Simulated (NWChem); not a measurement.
# chlorine (Cl₂); SMILES ClCl

Computed with NWChem. All runs use the structure optimised with B3LYP/6-31G* (spherical d). Level PBE0/def2-SVPD: single points from the atomic guess with DIIS by default; each run changes one setting, and all converged runs end within 0.3 mHa of each other. NWChem's automatic level shift, which a small gap switches on, acted in some of these runs.

Question: Which setting needs the most SCF iterations, or fails (no level shifting; core-Hamiltonian guess; defaults; occupation smearing of 0.005 Ha; DIIS on 20 Fock matrices; DIIS on 3 Fock matrices)?

Answer: core-Hamiltonian guess, with 14 against 6 for the defaults.
```
setting                          SCF iterations
-------------------------------  --------------
defaults                                      6
occupation smearing of 0.005 Ha               6
no level shifting                             6
core-Hamiltonian guess                       14
DIIS on 20 Fock matrices                      6
DIIS on 3 Fock matrices                       6
```
